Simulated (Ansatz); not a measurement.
We consider bcc Fe, described by RPBE (Ansatz, an electronic-structure program, PAW).

Input:

Ansatz 0.2 input:
```yaml
crystal:
  lattice:
    - [-1.4114710739, 1.4114710739, 1.4114710739]
    - [1.4114710739, -1.4114710739, 1.4114710739]
    - [1.4114710739, 1.4114710739, -1.4114710739]
  atoms:
    - { symbol: Fe, position: [0.0, 0.0, 0.0], spin: 2.5 }
basis:
  ecutwfc: 520
  ecutrho_ratio: 4
  xc_grid: 2
kpoints:
  mp_grid: { grid: [26, 26, 26] }
hamiltonian:
  xc: rpbe
  dispersion: none
  pseudopotentials: { kind: paw }
scf:
  occupations: { method: fermi_dirac, width: 0.05 }
  convergence: { dr2_threshold: 0.0000000001 }
output:
  forces: false
  stress: true
  eigenvalues: true
magnetization:
  spin_polarized: true
```

**Question.** How many irreducible k-points, plane waves at Γ does the program set up, and what pressure does the run end with?

**Answer.** 511 irreducible k-points, 321 plane waves at Γ; P = 7.64 GPa, so the cell is compressed on average and its volume would grow at this level.

The run printed, among other lines:

```
Crystal: 1 atoms, lattice volume = 11.248 Å³
Basis set: ecut = 520 eV, 321 PW (Γ), exchange–correlation on 40×40×40 points (8 copies of the dense FFT grid, shifted against one another)
Bands: 14, of which v1, the nominal top of the filled ones, is band 8 counted from 1 (7 counted from 0)
Symmetry: 48 space group operations
Space group: Im-3m (ITA 229), of the structure as read, at distance tolerance 2.2e-5 Å
k-points: 511 of 17576
Initial density: superposition of atomic densities (chi_scale 0.1, normalization cell)
Functional: x = rpbe, c = pbe(β = 0.06672455060314922)
SCF 1 converged in 11 iterations: F = -4485.268839 eV  dr2 = 8.61e-12
SCF converged after 11 iterations
Magnetization: 2.1668 μB (9.0834 up, 6.9166 down)
Free energy (F): -4485.268839 eV
Internal energy: -4485.261100 eV  (E = F + TS)
E sigma→0 (E₀):  -4485.264969 eV
Fermi energy:    18.888983 eV
--- Stress (GPa, compression-positive) ---
        7.643652      -0.000000      -0.000000
        0.000000       7.643652       0.000000
        0.000000      -0.000000       7.643652
  P = ⅓ Tr σ = 7.6437 GPa (76.437 kbar)
```

The cell is one volume of an energy–volume scan, off the minimum.

The PAW data were made under PBE.
